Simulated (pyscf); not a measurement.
A first-order saddle from PySCF, ωB97X-D3(BJ)/def2-SVP:

```xyz
8

Si     1.0313     0.0725    -0.6951
H      0.5013     0.9455    -1.7841
H      2.4850    -0.2093    -0.9548
H      0.2793    -1.2170    -0.6790
C     -0.3092     1.2011     1.2427
C     -1.4465     1.0929     0.8063
H      0.5134     1.4522     1.8956
H     -2.3934     0.9380     0.3166
```
Charge 0, spin multiplicity 2.

Surface: doublet, charge 0. Lowest wavenumbers (cm⁻¹): 362i, 51, 156, 340, 364.

**Question.** Which two sides does it connect, and which bonds change?

**Answer.** SiH₃• + HC≡CH ⇌ •HC=CH–SiH₃, an addition read from left to right: none broken and C–Si formed. At CCSD(T)/def2-TZVPP + ΔMP2(QZVPP) it lies +0.21 eV from the left side and +1.31 eV from the right (each side as separated species at their lowest minima found). On the product side the descent ends in a point that may be a rotor saddle (no frequency run), 0.06 eV over the lowest minimum found and 1.37 eV under the saddle at ωB97X-D3(BJ)/def2-TZVP. At ωB97X-D3(BJ)/def2-TZVP the barrier from the zero used here is 0.05 eV. •HC=CH–SiH₃ lies 0.84 eV over its isomer H₂C=CH–SiH₂• (electronic energy, ωB97M-D3(BJ)/def2-TZVP). This is the saddle that the search found; another between the same sides may lie lower. The CCSD(T) − MP2 part came from Ansatz, without density fitting, on the same reference. A UHF reference is spin-contaminated (<S²> up to 0.95), which harms MP2 most.
